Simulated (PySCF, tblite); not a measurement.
# Aza-BODIPY (C₈H₆BF₂N₃): geometry, infrared bands, NMR shifts, spin-spin couplings and electronic excitations, part 2 of 2

tblite 0.8.0 and PySCF 2.14.0. Atoms count from 0. The steps go on from the part before.

**6. J couplings: B3LYP/pcJ-1**

What the job is given:

```
{"job": {"kind": "j", "xc": "B3LYP", "basis": "pcJ-1"}, "charge": 0, "multiplicity": 1}
F     -0.289559     1.598747    -2.313278
B     -0.129983     0.994633    -1.089510
F      0.029933     1.912503    -0.079703
N      1.087430     0.007661    -1.126131
C      2.366533     0.300878    -1.340447
C      3.161393    -0.873126    -1.305591
C      2.301557    -1.924864    -1.055893
C      0.993507    -1.369289    -0.942254
N     -0.135407    -2.003279    -0.703139
C     -1.260747    -1.324170    -0.624929
C     -2.569870    -1.826540    -0.367233
C     -3.422913    -0.740257    -0.375105
C     -2.623900     0.401704    -0.637352
N     -1.348451     0.056215    -0.785107
H      2.680830     1.330456    -1.511377
H      4.238854    -0.911698    -1.449828
H      2.528635    -2.983883    -0.955274
H     -2.801799    -2.876196    -0.200899
H     -4.498718    -0.735319    -0.214369
H     -2.932346     1.443717    -0.721786
```

Level: B3LYP/pcJ-1 indirect spin-spin coupling, non-relativistic, gas phase.

The log of the run:

```text
coarse grid: 18856 points
cycle   1  E = -697.2012400098  dE =  2.694e+00  |g| = 8.493e-01  |ddm| = 4.532e+00
cycle   2  E = -697.0712203472  dE =  1.300e-01  |g| = 1.284e+00  |ddm| = 1.416e+00
cycle   3  E = -697.3207233519  dE = -2.495e-01  |g| = 1.368e-01  |ddm| = 8.496e-01
cycle   4  E = -697.3227922240  dE = -2.069e-03  |g| = 1.008e-01  |ddm| = 1.749e-01
cycle   5  E = -697.3248203529  dE = -2.028e-03  |g| = 1.991e-02  |ddm| = 7.590e-02
cycle   6  E = -697.3249044794  dE = -8.413e-05  |g| = 4.589e-03  |ddm| = 1.715e-02
cycle   7  E = -697.3249085819  dE = -4.102e-06  |g| = 1.914e-03  |ddm| = 5.172e-03
final grid: 189288 points
cycle   8  E = -697.4283307658  dE = -2.716e-04  |g| = 8.315e-03  |ddm| = 4.205e-02
cycle   9  E = -697.4283152994  dE =  1.547e-05  |g| = 1.113e-02  |ddm| = 1.302e-02
cycle  10  E = -697.4283407337  dE = -2.543e-05  |g| = 3.522e-03  |ddm| = 1.051e-02
cycle  11  E = -697.4283435634  dE = -2.830e-06  |g| = 1.499e-03  |ddm| = 4.505e-03
cycle  12  E = -697.4283440832  dE = -5.197e-07  |g| = 7.042e-04  |ddm| = 1.886e-03
cycle  13  E = -697.4283442252  dE = -1.421e-07  |g| = 1.377e-04  |ddm| = 7.418e-04
cycle  14  E = -697.4283442299  dE = -4.699e-09  |g| = 3.070e-05  |ddm| = 1.263e-04
cycle  15  E = -697.4283442301  dE = -1.828e-10  |g| = 1.305e-05  |ddm| = 3.014e-05
converged SCF energy = -697.4283442301

Indirect spin-spin couplings (Hz)
  i      j    bonds     total        FC       PSO       DSO        SD
  0 F    1 B    1    -74.338   -49.494   -28.279     1.545     1.890
  0 F    2 F    2     28.433    84.107   -64.497    -0.093     8.915
  0 F    3 N    2    -16.382   -16.467     1.052    -0.137    -0.831
  0 F    4 C    3     -1.919    -0.651    -0.772     0.062    -0.558
  0 F    5 C    4     -0.241    -0.304     0.035    -0.167     0.195
  0 F    6 C    4      1.245     1.725     0.261    -0.202    -0.539
  0 F    7 C    3      0.441     0.278     0.459    -0.082    -0.214
  0 F    8 N    4     -0.189    -0.267     0.214     0.066    -0.203
  0 F    9 C    3      0.444     0.281     0.458    -0.082    -0.213
  0 F   10 C    4      1.246     1.726     0.260    -0.202    -0.538
  0 F   11 C    4     -0.232    -0.297     0.037    -0.168     0.195
  0 F   12 C    3     -1.930    -0.670    -0.763     0.062    -0.559
  0 F   13 N    2    -16.415   -16.497     1.052    -0.137    -0.834
  0 F   14 H    4     -0.483    -0.374    -0.610     0.624    -0.123
  0 F   16 H    5      0.560     0.265     0.971    -0.976     0.301
  0 F   17 H    5      0.568     0.273     0.971    -0.977     0.301
  0 F   19 H    4     -0.477    -0.369    -0.610     0.624    -0.122
  1 B    2 F    1    -74.171   -49.359   -28.249     1.544     1.892
  1 B    3 N    1    -25.565   -25.659     0.650    -0.239    -0.318
  1 B    4 C    2      1.054     1.055    -0.079     0.064     0.014
  1 B    5 C    3      2.816     2.747     0.084    -0.051     0.036
  1 B    6 C    3      1.392     1.296     0.117    -0.050     0.028
  1 B    7 C    2      1.280     1.314    -0.131     0.116    -0.019
  1 B    8 N    3     -0.469    -0.533     0.070    -0.023     0.016
  1 B    9 C    2      1.277     1.310    -0.131     0.117    -0.019
  1 B   10 C    3      1.394     1.298     0.117    -0.050     0.028
  1 B   11 C    3      2.820     2.751     0.084    -0.051     0.036
  1 B   12 C    2      1.050     1.050    -0.079     0.064     0.014
  1 B   13 N    1    -25.529   -25.621     0.650    -0.239    -0.318
  1 B   14 H    3      1.747     1.751    -0.327     0.332    -0.009
  1 B   15 H    4      0.636     0.629     0.303    -0.303     0.006
  1 B   16 H    4      0.802     0.785     0.332    -0.321     0.007
  1 B   17 H    4      0.804     0.787     0.332    -0.322     0.007
  1 B   18 H    4      0.638     0.631     0.304    -0.303     0.006
  1 B   19 H    3      1.748     1.752    -0.327     0.332    -0.009
  2 F    3 N    2    -16.437   -16.523     1.054    -0.136    -0.831
  2 F    4 C    3     -1.904    -0.684    -0.758     0.066    -0.528
  2 F    5 C    4     -0.239    -0.297     0.039    -0.169     0.188
  2 F    6 C    4      1.317     1.758     0.280    -0.205    -0.516
  2 F    7 C    3      0.549     0.356     0.479    -0.090    -0.196
  2 F    8 N    4     -0.209    -0.287     0.205     0.069    -0.196
  2 F    9 C    3      0.520     0.328     0.479    -0.090    -0.197
  2 F   10 C    4      1.311     1.753     0.280    -0.205    -0.517
  2 F   11 C    4     -0.247    -0.305     0.038    -0.168     0.189
  2 F   12 C    3     -1.902    -0.676    -0.768     0.067    -0.525
  2 F   13 N    2    -16.189   -16.280     1.055    -0.136    -0.827
  2 F   14 H    4     -0.435    -0.334    -0.640     0.662    -0.123
  2 F   16 H    5      0.646     0.356     0.979    -0.984     0.295
  2 F   17 H    5      0.642     0.352     0.979    -0.984     0.295
  2 F   19 H    4     -0.434    -0.334    -0.642     0.663    -0.122
  3 N   14 H    2     -4.521    -5.312     0.746     0.046         -
  3 N   15 H    3     -2.543    -2.668    -0.061     0.186         -
  3 N   16 H    3     -1.953    -2.032    -0.099     0.178         -
  3 N   17 H    5     -0.239    -0.258    -0.064     0.083         -
  3 N   19 H    4     -0.432    -0.459    -0.040     0.066         -
  4 C   14 H    1    197.085   196.510    -0.476     1.052         -
  4 C   15 H    2      9.157    10.092    -0.644    -0.291         -
  4 C   16 H    3     11.156    11.331     0.341    -0.515         -
  4 C   17 H    6     -0.966    -0.912     0.187    -0.242         -
  4 C   19 H    5     -1.774    -1.689     0.141    -0.226         -
  5 C   14 H    2      8.568     9.352    -0.437    -0.348         -
  5 C   15 H    1    186.672   185.545     0.270     0.857         -
  5 C   16 H    2      4.404     5.564    -0.734    -0.426         -
  5 C   17 H    6      0.308     0.345     0.148    -0.185         -
  5 C   19 H    6      0.674     0.702     0.199    -0.226         -
  6 C   14 H    3      5.553     5.774     0.306    -0.526         -
  6 C   15 H    2      4.457     5.662    -0.787    -0.418         -
  6 C   16 H    1    188.090   187.437    -0.245     0.897         -
  6 C   17 H    5     -0.227    -0.215     0.106    -0.118         -
  6 C   19 H    6     -0.547    -0.495     0.200    -0.252         -
  7 C   14 H    3     10.333    10.413     0.380    -0.460         -
  7 C   15 H    3     11.257    11.349     0.326    -0.419         -
  7 C   16 H    2      7.446     8.183    -0.628    -0.109         -
  7 C   17 H    4     -0.556    -0.697     0.345    -0.205         -
  7 C   18 H    5      0.572     0.618     0.219    -0.264         -
  7 C   19 H    5     -0.203    -0.133     0.190    -0.260         -
  8 N   14 H    4      0.258     0.289    -0.194     0.162         -
  8 N   15 H    4     -0.778    -0.855    -0.062     0.139         -
  8 N   16 H    3     -0.188    -0.296     0.139    -0.031         -
  8 N   17 H    3     -0.187    -0.295     0.139    -0.031         -
  8 N   18 H    4     -0.778    -0.854    -0.062     0.139         -
  8 N   19 H    4      0.258     0.289    -0.194     0.162         -
  9 C   14 H    5     -0.203    -0.133     0.190    -0.260         -
  9 C   15 H    5      0.573     0.618     0.219    -0.264         -
  9 C   16 H    4     -0.556    -0.697     0.345    -0.205         -
  9 C   17 H    2      7.425     8.163    -0.628    -0.109         -
  9 C   18 H    3     11.264    11.356     0.326    -0.419         -
  9 C   19 H    3     10.323    10.403     0.380    -0.460         -
 10 C   14 H    6     -0.546    -0.494     0.200    -0.252         -
 10 C   16 H    5     -0.227    -0.215     0.106    -0.118         -
 10 C   17 H    1    188.056   187.402    -0.244     0.897         -
 10 C   18 H    2      4.471     5.676    -0.787    -0.418         -
 10 C   19 H    3      5.543     5.763     0.306    -0.526         -
 11 C   14 H    6      0.674     0.702     0.199    -0.226         -
 11 C   16 H    6      0.308     0.345     0.148    -0.185         -
 11 C   17 H    2      4.422     5.582    -0.734    -0.426         -
 11 C   18 H    1    186.551   185.423     0.271     0.857         -
 11 C   19 H    2      8.578     9.362    -0.436    -0.348         -
 12 C   14 H    5     -1.774    -1.689     0.141    -0.226         -
 12 C   16 H    6     -0.967    -0.913     0.187    -0.242         -
 12 C   17 H    3     11.158    11.333     0.341    -0.515         -
 12 C   18 H    2      9.127    10.062    -0.644    -0.290         -
 12 C   19 H    1    197.270   196.696    -0.478     1.052         -
 13 N   14 H    4     -0.431    -0.458    -0.040     0.066         -
 13 N   16 H    5     -0.240    -0.258    -0.064     0.083         -
 13 N   17 H    3     -1.955    -2.034    -0.099     0.178         -
 13 N   18 H    3     -2.546    -2.671    -0.061     0.186         -
 13 N   19 H    2     -4.527    -5.318     0.746     0.046         -
 14 H   15 H    3      2.320     2.470     0.639    -0.788         -
 14 H   16 H    4      0.814     0.968     1.878    -2.031         -
 14 H   17 H    7      0.720     0.799     0.876    -0.956         -
 14 H   19 H    6      1.452     1.524     0.590    -0.662         -
 15 H   16 H    3      4.912     5.133     0.802    -1.023         -
 16 H   17 H    6      0.363     0.384     0.179    -0.200         -
 16 H   19 H    7      0.720     0.800     0.876    -0.956         -
 17 H   18 H    3      4.914     5.135     0.801    -1.022         -
 17 H   19 H    4      0.809     0.962     1.878    -2.031         -
 18 H   19 H    3      2.318     2.468     0.639    -0.789         -
```

Run time: 7.5 min. Hardware: 2 threads of AMD EPYC, shared host; peak memory 3.3 GiB.

It converged, yet the result is unsound: the reference is near a triplet instability, so Fermi-contact and spin-dipole terms are unreliable. Its HOMO lies at -6.54 eV, against -6.73 eV in step 5 (PBE0/pcSseg-1), a different level, so the two don't compare directly.

**7. Ultraviolet spectrum: CAM-B3LYP/def2-SVPD**

Same as in step 6 but for these lines:

```diff
@@ -1,2 +1,2 @@
-{"job": {"kind": "j", "xc": "B3LYP", "basis": "pcJ-1"}, "charge": 0, "multiplicity": 1}
+{"job": {"kind": "uv", "xc": "CAM-B3LYP", "basis": "def2-SVPD", "ip": false}, "charge": 0, "multiplicity": 1}
 F     -0.289559     1.598747    -2.313278
```

With the program's defaults for keys left out, this is: TDDFT CAM-B3LYP/def2-SVPD, vertical, gas phase, core orbitals frozen in the response.

The log of the run:

```text
coarse grid: 18856 points
cycle   1  E = -696.3985176368  dE =  3.209e+00  |g| = 7.884e-01  |ddm| = 1.313e+01
cycle   2  E = -696.3819929677  dE =  1.652e-02  |g| = 9.597e-01  |ddm| = 3.909e+00
cycle   3  E = -696.5292065469  dE = -1.472e-01  |g| = 8.059e-02  |ddm| = 1.748e+00
cycle   4  E = -696.5299101375  dE = -7.036e-04  |g| = 6.487e-02  |ddm| = 3.068e-01
cycle   5  E = -696.5307956978  dE = -8.856e-04  |g| = 1.215e-02  |ddm| = 1.441e-01
cycle   6  E = -696.5308320922  dE = -3.639e-05  |g| = 4.746e-03  |ddm| = 3.402e-02
cycle   7  E = -696.5308388140  dE = -6.722e-06  |g| = 1.072e-03  |ddm| = 1.730e-02
final grid: 189288 points
cycle   8  E = -696.6360987001  dE = -7.788e-05  |g| = 4.335e-03  |ddm| = 2.314e-01
cycle   9  E = -696.6361004906  dE = -1.791e-06  |g| = 3.727e-03  |ddm| = 2.741e-02
cycle  10  E = -696.6361032399  dE = -2.749e-06  |g| = 4.233e-04  |ddm| = 8.922e-03
cycle  11  E = -696.6361032673  dE = -2.738e-08  |g| = 2.778e-04  |ddm| = 1.401e-03
cycle  12  E = -696.6361032830  dE = -1.572e-08  |g| = 5.626e-05  |ddm| = 8.309e-04
cycle  13  E = -696.6361032836  dE = -6.125e-10  |g| = 3.137e-05  |ddm| = 1.831e-04
converged SCF energy = -696.6361032836

Static polarisability (au): isotropic 158.086, principal 70.516 122.538 281.203

Singlet excitations
state   eV       nm        f      main configurations
  1   2.8386    436.8   0.46582   H->L 0.92
  2   3.6796    337.0   0.14075   H-1->L 0.93
  3   3.7696    328.9   0.00156   H-3->L 0.98
  4   3.8907    318.7   0.03863   H-2->L 0.98
  5   5.6046    221.2   0.00000   H-5->L 0.96
  6   6.0584    204.6   0.01139   H-4->L 0.73, H->L+2 0.24
  7   6.4170    193.2   0.10746   H->L+2 0.68, H-4->L 0.20
  8   6.4234    193.0   0.00136   H->L+1 0.86
  9   6.7362    184.1   0.01887   H-6->L 0.96
 10   6.7682    183.2   0.06899   H->L+4 0.86

Triplet excitations (Tamm-Dancoff, eV): 1.1278 2.7664 2.9964 3.1570
```

Run time: 5 min. Hardware: 2 threads of AMD EPYC, shared host; peak memory 2.2 GiB.

The orbitals next to the gap, with their largest atomic shares:

```
orbital      eV                        atoms
 HOMO−3  -10.32      N8 58 %, C9 9 %, C7 9 %
 HOMO−2   -9.49   C6 14 %, C5 14 %, C10 13 %
 HOMO−1   -9.28  N13 14 %, C10 14 %, N3 14 %
   HOMO   -7.66   C9 16 %, C7 16 %, C12 12 %
   LUMO   -2.82   N8 20 %, C4 12 %, C12 12 %
 LUMO+1    1.28     B1 20 %, C5 8 %, C11 8 %
 LUMO+2    1.35   N3 13 %, N13 13 %, C4 11 %
```

With each of the 10 states as a Gaussian band of 0.4 eV half-width at 1/e, the curve within the window shown has maxima at 436 nm (ε 19,000), 335 nm (ε 7,200), 189 nm (ε 6,700) L/(mol cm). Beyond the last state computed it falls off for lack of states. The curve at chosen wavelengths:

```tsv
nm	ε (L/mol/cm)
175	2287
190	6703
205	2370
220	231
235	10
251	2
266	57
281	514
296	2110
311	4765
326	6823
341	7072
356	6464
372	7072
387	9769
402	13699
417	17178
432	18859
447	18366
462	16169
477	13100
493	9716
508	6941
523	4747
538	3135
553	2014
```

Ground-state properties from the same run:

```
           property  computed
  dipole moment (D)      2.34
polarisability (Å³)     23.43
 HOMO–LUMO gap (eV)      4.85
      −ε(HOMO) (eV)      7.66
```

**8. Shielding tensors: B97-2/pcSseg-1**

Same as in step 7 but for these lines:

```diff
@@ -1,2 +1,2 @@
-{"job": {"kind": "uv", "xc": "CAM-B3LYP", "basis": "def2-SVPD", "ip": false}, "charge": 0, "multiplicity": 1}
+{"job": {"kind": "nmr", "xc": "B97-2", "basis": "pcSseg-1", "pop": false}, "charge": 0, "multiplicity": 1}
 F     -0.289559     1.598747    -2.313278
```

Method: GIAO B97-2/pcSseg-1 NMR shielding, non-relativistic, gas phase.

The log of the run:

```text
coarse grid: 18856 points
cycle   1  E = -696.9248789732  dE =  2.803e+00  |g| = 8.233e-01  |ddm| = 4.518e+00
cycle   2  E = -696.8138031331  dE =  1.111e-01  |g| = 1.208e+00  |ddm| = 1.368e+00
cycle   3  E = -697.0406923621  dE = -2.269e-01  |g| = 1.278e-01  |ddm| = 8.203e-01
cycle   4  E = -697.0434044698  dE = -2.712e-03  |g| = 7.058e-02  |ddm| = 1.562e-01
cycle   5  E = -697.0444244920  dE = -1.020e-03  |g| = 1.525e-02  |ddm| = 5.653e-02
cycle   6  E = -697.0444750971  dE = -5.061e-05  |g| = 3.952e-03  |ddm| = 1.494e-02
cycle   7  E = -697.0444783395  dE = -3.242e-06  |g| = 1.691e-03  |ddm| = 4.861e-03
final grid: 189288 points
cycle   8  E = -697.1029558777  dE = -1.198e-04  |g| = 1.586e-02  |ddm| = 5.453e-02
cycle   9  E = -697.1029093407  dE =  4.654e-05  |g| = 2.274e-02  |ddm| = 2.259e-02
cycle  10  E = -697.1029876052  dE = -7.826e-05  |g| = 3.776e-03  |ddm| = 1.627e-02
cycle  11  E = -697.1029914336  dE = -3.828e-06  |g| = 6.845e-04  |ddm| = 3.973e-03
cycle  12  E = -697.1029914714  dE = -3.780e-08  |g| = 5.702e-04  |ddm| = 1.189e-03
cycle  13  E = -697.1029915701  dE = -9.872e-08  |g| = 1.008e-04  |ddm| = 6.380e-04
cycle  14  E = -697.1029915726  dE = -2.432e-09  |g| = 3.443e-05  |ddm| = 1.101e-04
cycle  15  E = -697.1029915728  dE = -2.726e-10  |g| = 1.063e-05  |ddm| = 3.812e-05
converged SCF energy = -697.1029915728

GIAO shielding tensors (ppm)
atom      isotropic    diamagn.    paramagn.     s11        s22        s33       span
  0 F      332.080     467.370    -135.290    316.043    317.541    362.657     46.614
  1 B      105.687     190.108     -84.422     95.999    105.161    115.899     19.899
  2 F      333.476     475.040    -141.564    318.082    318.680    363.666     45.584
  3 N       47.007     336.591    -289.584    -69.701      6.367    204.356    274.057
  4 C       32.001     247.116    -215.114    -51.911     14.884    133.031    184.942
  5 C       60.754     259.930    -199.176    -24.902     51.371    155.793    180.696
  6 C       45.681     253.501    -207.820    -52.894     40.266    149.671    202.565
  7 C       36.111     252.975    -216.864     -9.868     24.081     94.121    103.989
  8 N      -92.705     330.887    -423.593   -427.457   -108.118    257.460    684.917
  9 C       36.127     252.986    -216.859     -9.831     24.066     94.148    103.979
 10 C       45.708     253.504    -207.796    -52.821     40.267    149.678    202.499
 11 C       60.758     259.886    -199.128    -24.830     51.339    155.765    180.595
 12 C       32.034     247.158    -215.124    -51.957     14.994    133.065    185.022
 13 N       46.917     336.657    -289.741    -69.877      6.361    204.266    274.143
 14 H       23.537      29.664      -6.127     20.617     22.604     27.390      6.773
 15 H       24.787      29.515      -4.728     23.156     24.990     26.214      3.058
 16 H       24.115      30.332      -6.217     22.772     23.625     25.949      3.177
 17 H       24.117      30.337      -6.220     22.773     23.629     25.948      3.175
 18 H       24.790      29.517      -4.727     23.156     24.998     26.216      3.060
 19 H       23.533      29.674      -6.141     20.618     22.595     27.386      6.768
```

It took 1.9 min on 2 threads of AMD EPYC, shared host; peak memory 2.3 GiB.

In short: δ C4 151.7, C7 147.6, C6 138.0, C5 122.9, H14 7.84, H16 7.26 ppm (means over like atoms).

**9. Side by side: NMR shifts**

Shifts (ppm) of some atoms, chosen among heavy atoms and hydrogens apart, means over like atoms, with basis size and wall time:

```
           run     C4     C6     C5   H16   H15     N8     N3  functions     time
 PBE0/pcSseg-1  154.8  141.6  125.9  7.35  6.66  367.9  222.0        268  2.8 min
B97-2/pcSseg-1  151.7  138.0  122.9  7.26  6.59  355.6  215.9        268  1.9 min
```

**10. Summary of results**

What follows sums up all 2 parts.

| quantity | value |
| --- | --- |
| strongest single infrared mode (GFN2-xTB) | 1334 cm⁻¹, 424 km/mol |
| zero-point energy (GFN2-xTB) | 84.5 kcal/mol |
| point group | C2v |
| rotational constants (main isotopes) | 1.27, 0.67, 0.48 GHz |
| 13C shifts against TMS (PBE0/pcSseg-1, means over atoms taken as alike) | 154.8, 150.0, 141.6, 125.9 ppm |
| 1H shifts against TMS (PBE0/pcSseg-1, means over atoms taken as alike) | 7.90, 7.35, 6.66 ppm |
| 19F shifts against CFCl3 (PBE0/pcSseg-1, means over atoms taken as alike) | -152.6 ppm |
| 11B shifts against BF3·OEt2 (PBE0/pcSseg-1) | -4.2 ppm |
| 15N shifts against NH3 (PBE0/pcSseg-1, means over atoms taken as alike) | 367.9, 222.0 ppm |
| lowest singlet (CAM-B3LYP/def2-SVPD) | 2.84 eV (437 nm), f = 0.466 |
| lowest triplet | 1.13 eV |
| range of the shift of N8 | 355.6 to 367.9 ppm |
| property runs in this session | 4, of which 0 failed and 1 gave unsound results |

**Reading.** The optimisation took 24 steps and gained 0.019 eV; among the close pairs (by a distance rule), F0–B1 changed most, from 1.360 to 1.373 Å (GFN2-xTB). All 54 modes are real, so the xTB geometry is a minimum. The strongest single mode, at 1334 cm⁻¹, has its largest shares on C4, C12, N3 and N13 (the list is cut at 4 atoms). Unscaled tight-binding wavenumbers are off by several per cent, some by more. Its intensities can rank the bands wrongly. The optimisation took 8 steps and gained 0.209 eV; among the close pairs (by a distance rule), N3–C4 changed most, from 1.288 to 1.330 Å (PBE0/def2-SVP). At PBE0/pcSseg-1: The largest span, 710 ppm, is at N8, where the paramagnetic term is -433 ppm. The lowest singlet, at 2.84 eV, is HOMO→LUMO 0.92 and is bright. State 1 absorbs in the visible (437 nm). The lowest triplet lies 1.71 eV below the lowest singlet (triplets in Tamm-Dancoff, singlets in full TDDFT). In ppm, N8 moves most: its shift spreads over 12.3 ppm, from 355.6 (B97-2/pcSseg-1) to 367.9 (PBE0/pcSseg-1).
